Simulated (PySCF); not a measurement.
# Broadened absorption spectrum of 2,3-dichloro-1-propene

2,3-dichloro-1-propene, C₃H₄Cl₂.
InChI=1S/C3H4Cl2/c1-3(5)2-4/h1-2H2

Computed, not measured: PySCF 2.14.0, density-fitted response routines, TDDFT CAM-B3LYP/def2-SVPD, vertical, gas phase, core orbitals frozen in the response. The structure is a single PBE0-D3(BJ)/def2-SVP conformer in the gas phase; no vibrational or solvent corrections. Torsions of this conformer, `[CH2:1]=[C:2]([Cl:3])[CH2:4][Cl:5]`: C1–C2–C4–Cl5 0°.

Broadening: Gaussians 0.4 eV wide at half height, area fixed by f = 4.319×10⁻⁹ ∫ε dν̃. The width is an assumption, not a result. The curve ends short of the highest state used, and states not computed would add to its high-energy end.

E (eV), ε (L mol⁻¹ cm⁻¹) and a bar:
```
     5.95          0 
     6.02          0 
     6.09          1 
     6.17          5 
     6.24         23 
     6.31         95 
     6.38        327 #
     6.45        957 ##
     6.53       2664 #####
     6.60       5444 #########
     6.67       9395 ################
     6.74      13684 ########################
     6.81      16820 #############################
     6.89      17300 ##############################
     6.96      14787 ##########################
     7.03      10679 ###################
     7.10       6542 ###########
     7.17       3452 ######
     7.25       1503 ###
     7.32        831 #
     7.39        677 #
     7.46        741 #
     7.53        877 ##
     7.61       1088 ##
```

Problem. Locate the maxima and give the states behind the curve.

Solution. 181 nm (6.86 eV), ε about 18000, made up of S2 (100%) (ε in L mol⁻¹ cm⁻¹; maxima over ε = 5, shares over 10%). At its high-energy end, 7.61 eV, the curve is still rising (ε about 1100, from S6, S7 and S8). The states used: S1 6.55 eV (f 0.0001); S2 6.86 eV (f 0.261); S3 7.33 eV (f 0.0008); S4 7.42 eV (f 0.0025); S5 7.50 eV (f 0.0000); S6 7.57 eV (f 0.0072); S7 7.74 eV (f 0.0040); S8 7.94 eV (f 0.029); S9 8.02 eV (f 0.0098); S10 8.21 eV (f 0.0000).

Problem. What would ε be at 6.86 eV, the highest of these maxima, with half the width (0.2 eV)?

Solution. About 35100 L mol⁻¹ cm⁻¹ against 17600, a factor of about 2.00; a lone state at its own centre would give exactly 2.

Problem. On this curve, what absorbance would a 10⁻⁵ mol/L sample give at 193 nm over a 1 cm path?

Solution. 193 nm is 6.424 eV, where ε is about 660 L mol⁻¹ cm⁻¹, so A = ε c l ≈ 0.0066 (Beer–Lambert, with the gas-phase spectrum and the assumed width).

Problem. Coming from long wavelengths, where does ε first pass 100 L mol⁻¹ cm⁻¹?

Solution. At about 196 nm (6.31 eV), 0.24 eV below S1.

The vertical ionisation energy (ΔSCF) is 9.96 eV, 1.75 eV above S10.

On x86-64 server, one thread (shared host), this took 87 s wall.
